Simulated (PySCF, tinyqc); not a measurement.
CIS and TDHF on RHF in the sto-3g basis, for CH2, spin multiplicity 1, step by step (part 2 of 2). The lowest restricted solution is unstable here: a spin-polarised one lies 0.0402 hartree lower (PySCF). Computed by tinyqc, a small Python program that keeps every step (integrals from PySCF). Command: `OMP_NUM_THREADS=1 python tinyqc.py 30351 30352 out.jsonl` (the two numbers bound the seeds that draw the settings). One thread of a shared host (Intel(R) Xeon(R) Processor @ 2.60GHz), about 0.08 s of CPU time with the checks.

Geometry (angstrom):

| atom | x | y | z |
|---|---|---|---|
| C | 0.000000 | 0.000000 | 0.000000 |
| H | 0.000000 | 0.930000 | 0.549000 |
| H | 0.000000 | -0.906000 | 0.535000 |

## CIS matrix, singlets

orbital energies (hartree): MO1 -10.990113, MO2 -0.839230, MO3 -0.547500, MO4 -0.286539, MO5 0.232128, MO6 0.677986, MO7 0.794415

Given earlier and not repeated: Two-electron integrals over orbitals (pq|rs).

A(ia,jb) = (e_a - e_i) d_ij d_ab + 2 (ia|jb) - (ij|ab).

CIS matrix A, singlet (hartree):
```
           1>5        1>6        1>7        2>5        2>6        2>7       3>5        3>6
1>5  10.413765   0.000000   0.000000   0.055954   0.000000   0.000000  0.001154   0.000000
1>6   0.000000  11.037953  -0.009840   0.000000   0.008460   0.004411  0.000000  -0.003648
1>7   0.000000  -0.009840  11.066069   0.000000   0.004258   0.036175  0.000000  -0.005244
2>5   0.055954   0.000000   0.000000   0.703261   0.000000   0.000000  0.002900   0.000000
2>6   0.000000   0.008460   0.004258   0.000000   1.167888  -0.008280  0.000000   0.003102
2>7   0.000000   0.004411   0.036175   0.000000  -0.008280   1.212995  0.000000  -0.021713
3>5   0.001154   0.000000   0.000000   0.002900   0.000000   0.000000  0.328528   0.000000
3>6   0.000000  -0.003648  -0.005244   0.000000   0.003102  -0.021713  0.000000   0.871472
3>7   0.000000  -0.023254   0.005043   0.000000   0.031447  -0.002382  0.000000   0.009037
4>5  -0.030616   0.000000   0.000000  -0.038189   0.000000   0.000000  0.000237   0.000000
4>6   0.000000  -0.016144  -0.002189   0.000000   0.032187  -0.006052  0.000000   0.013044
4>7   0.000000  -0.002338  -0.033075   0.000000  -0.006568  -0.007104  0.000000   0.041126

           3>7        4>5        4>6        4>7
1>5   0.000000  -0.030616   0.000000   0.000000
1>6  -0.023254   0.000000  -0.016144  -0.002338
1>7   0.005043   0.000000  -0.002189  -0.033075
2>5   0.000000  -0.038189   0.000000   0.000000
2>6   0.031447   0.000000   0.032187  -0.006568
2>7  -0.002382   0.000000  -0.006052  -0.007104
3>5   0.000000   0.000237   0.000000   0.000000
3>6   0.009037   0.000000   0.013044   0.041126
3>7   1.037993   0.000000   0.037098  -0.009572
4>5   0.000000   0.034129   0.000000   0.000000
4>6   0.037098   0.000000   0.563581  -0.000324
4>7  -0.009572   0.000000  -0.000324   0.665628
```

## CIS singlet states

dipole integrals <i|r|a> (bohr):
```
             x          y          z
1>5   0.091988   0.000000   0.000000
1>6   0.000000   0.011416   0.053366
1>7   0.000000   0.083426  -0.007237
2>5   0.733440   0.000000   0.000000
2>6   0.000000  -0.025544  -0.155613
2>7   0.000000  -0.338018   0.035293
3>5   0.015937   0.000000   0.000000
3>6   0.000000  -1.000994  -0.097466
3>7   0.000000   0.122995  -0.650439
4>5  -0.329168   0.000000   0.000000
4>6   0.000000  -0.098855  -0.167998
4>7   0.000000  -0.655261   0.016524
```

Diagonalise A (1 hartree = 27.211386 eV); each vector has its largest component positive (the first on a tie). The transition dipole is mu = sqrt2 sum c_ia <i|r|a>.

singlet excitation energies (eV): 0.867612  8.939103  15.203307  17.884064  19.187131  23.888873  28.109598  31.992775  33.107039  283.384241  300.276762  301.213450

lowest vectors:
```
       state 1    state 2    state 3    state 4    state 5    state 6
1>5   0.002639  -0.000067   0.000000   0.000000  -0.005933   0.000000
1>6   0.000000   0.000000   0.001396   0.000189   0.000000   0.000306
1>7   0.000000   0.000000   0.000248   0.002984   0.000000   0.000912
2>5   0.056576  -0.007545   0.000000   0.000000   0.998353   0.000000
2>6   0.000000   0.000000  -0.048452   0.012892   0.000000  -0.002498
2>7   0.000000   0.000000   0.007091   0.005155   0.000000   0.067443
3>5  -0.001362   0.999970   0.000000   0.000000   0.007633   0.000000
3>6   0.000000   0.000000  -0.039641  -0.188379   0.000000   0.977764
3>7   0.000000   0.000000  -0.072827   0.029444   0.000000  -0.049990
4>5   0.998394   0.001792   0.000000   0.000000  -0.056547   0.000000
4>6   0.000000   0.000000   0.995308  -0.013975   0.000000   0.032904
4>7   0.000000   0.000000   0.009346   0.981453   0.000000   0.189315
```

oscillator strengths 2/3 w |mu|^2: 0.003500  0.000042  0.012863  0.178747  0.529430  1.512046

## TDHF (RPA) singlet states

B(ia,jb) = 2 (ia|jb) - (ib|ja); the squared energies are the eigenvalues of (A - B)(A + B); 1 hartree = 27.211386 eV.

TDHF matrix B, singlet (hartree):
```
           1>5        1>6        1>7        2>5        2>6        2>7        3>5        3>6
1>5   0.021752   0.000000   0.000000   0.023332   0.000000   0.000000   0.000493   0.000000
1>6   0.000000   0.034469  -0.001876   0.000000   0.001336   0.001940   0.000000  -0.000664
1>7   0.000000  -0.001876   0.023306   0.000000   0.001711   0.013261   0.000000   0.010920
2>5   0.023332   0.000000   0.000000   0.088998   0.000000   0.000000   0.001322   0.000000
2>6   0.000000   0.001336   0.001711   0.000000   0.096698  -0.008451   0.000000   0.016636
2>7   0.000000   0.001940   0.013261   0.000000  -0.008451   0.053937   0.000000   0.018369
3>5   0.000493   0.000000   0.000000   0.001322   0.000000   0.000000   0.021139   0.000000
3>6   0.000000  -0.000664   0.010920   0.000000   0.016636   0.018369   0.000000   0.085213
3>7   0.000000  -0.016096   0.001137   0.000000   0.098109  -0.017374   0.000000   0.007270
4>5  -0.012988   0.000000   0.000000  -0.037411   0.000000   0.000000  -0.000969   0.000000
4>6   0.000000   0.003060  -0.002335   0.000000   0.044269  -0.007297   0.000000   0.010749
4>7   0.000000  -0.002560  -0.014584   0.000000  -0.008072  -0.007689   0.000000   0.035844

           3>7        4>5        4>6        4>7
1>5   0.000000  -0.012988   0.000000   0.000000
1>6  -0.016096   0.000000   0.003060  -0.002560
1>7   0.001137   0.000000  -0.002335  -0.014584
2>5   0.000000  -0.037411   0.000000   0.000000
2>6   0.098109   0.000000   0.044269  -0.008072
2>7  -0.017374   0.000000  -0.007297  -0.007689
3>5   0.000000  -0.000969   0.000000   0.000000
3>6   0.007270   0.000000   0.010749   0.035844
3>7   0.114352   0.000000   0.029802  -0.008880
4>5   0.000000   0.051937   0.000000   0.000000
4>6   0.029802   0.000000   0.029431   0.004562
4>7  -0.008880   0.000000   0.004562   0.059705
```

squared energies w^2 (hartree^2): -0.001405  0.107469  0.310666  0.428823  0.486186  0.759504  1.051918  1.352115  1.473962  108.453219  121.768830  122.529826

TDHF energies from the positive w^2 (eV): 8.920567  15.166925  17.819260  18.973690  23.714600  27.908832  31.641528  33.036485  283.381758  300.274695  301.211518

A + B or A - B has a negative eigenvalue: the restricted solution is unstable towards a lower one, a negative w^2 means an imaginary energy, and the lowest roots have no physical meaning.

## CIS matrix, triplets

A(ia,jb) = (e_a - e_i) d_ij d_ab - (ij|ab).

CIS matrix A, triplet (hartree):
```
           1>5        1>6        1>7       2>5        2>6        2>7       3>5        3>6
1>5  10.370261   0.000000   0.000000  0.009290   0.000000   0.000000  0.000168   0.000000
1>6   0.000000  10.969016  -0.006088  0.000000   0.005787   0.000683  0.000000  -0.002320
1>7   0.000000  -0.006088  11.019458  0.000000   0.000683   0.009653  0.000000  -0.009072
2>5   0.009290   0.000000   0.000000  0.525266   0.000000   0.000000  0.000256   0.000000
2>6   0.000000   0.005787   0.000683  0.000000   0.974491   0.008623  0.000000  -0.030171
2>7   0.000000   0.000683   0.009653  0.000000   0.008623   1.105120  0.000000  -0.111611
3>5   0.000168   0.000000   0.000000  0.000256   0.000000   0.000000  0.286250   0.000000
3>6   0.000000  -0.002320  -0.009072  0.000000  -0.030171  -0.111611  0.000000   0.701045
3>7   0.000000  -0.009072   0.002770  0.000000  -0.111611   0.032366  0.000000  -0.005503
4>5  -0.004640   0.000000   0.000000  0.036633   0.000000   0.000000  0.002175   0.000000
4>6   0.000000  -0.022264   0.002632  0.000000  -0.056351   0.009060  0.000000  -0.008453
4>7   0.000000   0.002632  -0.003908  0.000000   0.009060   0.008275  0.000000  -0.026534

           3>7        4>5        4>6        4>7
1>5   0.000000  -0.004640   0.000000   0.000000
1>6  -0.009072   0.000000  -0.022264   0.002632
1>7   0.002770   0.000000   0.002632  -0.003908
2>5   0.000000   0.036633   0.000000   0.000000
2>6  -0.111611   0.000000  -0.056351   0.009060
2>7   0.032366   0.000000   0.009060   0.008275
3>5   0.000000   0.002175   0.000000   0.000000
3>6  -0.005503   0.000000  -0.008453  -0.026534
3>7   0.809288   0.000000  -0.026534   0.008188
4>5   0.000000  -0.069745   0.000000   0.000000
4>6  -0.026534   0.000000   0.504719  -0.009448
4>7   0.008188   0.000000  -0.009448   0.546218
```

## CIS triplet states

Diagonalise A (1 hartree = 27.211386 eV); each vector has its largest component positive (the first on a tie).

triplet excitation energies (eV): -1.959416  7.789605  13.343658  14.354146  14.764481  18.339936  20.699112  28.174170  30.961257  282.189465  298.463993  299.875039

lowest vectors:
```
       state 1    state 2    state 3    state 4    state 5    state 6
1>5   0.000498  -0.000012   0.000000  -0.000913   0.000000   0.000000
1>6   0.000000   0.000000   0.002060   0.000000  -0.000576   0.000087
1>7   0.000000   0.000000  -0.000148   0.000000   0.000538   0.000535
2>5  -0.061222  -0.001978   0.000000   0.998122   0.000000   0.000000
2>6   0.000000   0.000000   0.144091   0.000000  -0.046826   0.102937
2>7   0.000000   0.000000  -0.011236   0.000000   0.024483   0.242789
3>5  -0.006016   0.999981   0.000000   0.001612   0.000000   0.000000
3>6   0.000000   0.000000   0.076820   0.000000   0.160323   0.945971
3>7   0.000000   0.000000   0.129159   0.000000  -0.064694   0.061711
4>5   0.998106   0.005906   0.000000   0.061233   0.000000   0.000000
4>6   0.000000   0.000000   0.965009   0.000000  -0.156807  -0.069020
4>7   0.000000   0.000000   0.159004   0.000000   0.970943  -0.164392
```

A negative triplet energy shows that the restricted solution is unstable towards a spin-polarised one.

## TDHF (RPA) triplet states

B(ia,jb) = - (ib|ja); the squared energies are the eigenvalues of (A - B)(A + B); 1 hartree = 27.211386 eV.

TDHF matrix B, triplet (hartree):
```
           1>5        1>6        1>7        2>5        2>6        2>7        3>5        3>6
1>5  -0.021752   0.000000   0.000000  -0.023332   0.000000   0.000000  -0.000493   0.000000
1>6   0.000000  -0.034469   0.001876   0.000000  -0.001336  -0.001787   0.000000   0.000664
1>7   0.000000   0.001876  -0.023306   0.000000  -0.001864  -0.013261   0.000000   0.007091
2>5  -0.023332   0.000000   0.000000  -0.088998   0.000000   0.000000  -0.001322   0.000000
2>6   0.000000  -0.001336  -0.001864   0.000000  -0.096698   0.008451   0.000000  -0.016636
2>7   0.000000  -0.001787  -0.013261   0.000000   0.008451  -0.053937   0.000000  -0.071529
3>5  -0.000493   0.000000   0.000000  -0.001322   0.000000   0.000000  -0.021139   0.000000
3>6   0.000000   0.000664   0.007091   0.000000  -0.016636  -0.071529   0.000000  -0.085213
3>7   0.000000  -0.001914  -0.001137   0.000000  -0.044949   0.017374   0.000000  -0.007270
4>5   0.012988   0.000000   0.000000   0.037411   0.000000   0.000000   0.000969   0.000000
4>6   0.000000  -0.003060   0.002485   0.000000  -0.044269   0.007814   0.000000  -0.010749
4>7   0.000000   0.002410   0.014584   0.000000   0.007556   0.007689   0.000000  -0.031816

           3>7        4>5        4>6        4>7
1>5   0.000000   0.012988   0.000000   0.000000
1>6  -0.001914   0.000000  -0.003060   0.002410
1>7  -0.001137   0.000000   0.002485   0.014584
2>5   0.000000   0.037411   0.000000   0.000000
2>6  -0.044949   0.000000  -0.044269   0.007556
2>7   0.017374   0.000000   0.007814   0.007689
3>5   0.000000   0.000969   0.000000   0.000000
3>6  -0.007270   0.000000  -0.010749  -0.031816
3>7  -0.114352   0.000000  -0.033830   0.008880
4>5   0.000000  -0.051937   0.000000   0.000000
4>6  -0.033830   0.000000  -0.029431  -0.004562
4>7   0.008880   0.000000  -0.004562  -0.059705
```

squared energies w^2 (hartree^2): 0.002399  0.081498  0.231957  0.267592  0.287555  0.438492  0.557528  1.067084  1.289953  107.540667  120.303451  121.443521

TDHF energies from the positive w^2 (eV): 1.332851  7.768260  13.105514  14.076270  14.591887  18.019031  20.318147  28.109294  30.905632  282.187017  298.462456  299.873330

A + B or A - B has a negative eigenvalue: the restricted solution is unstable towards a spin-polarised one, a negative w^2 means an imaginary energy, and the lowest roots have no physical meaning.
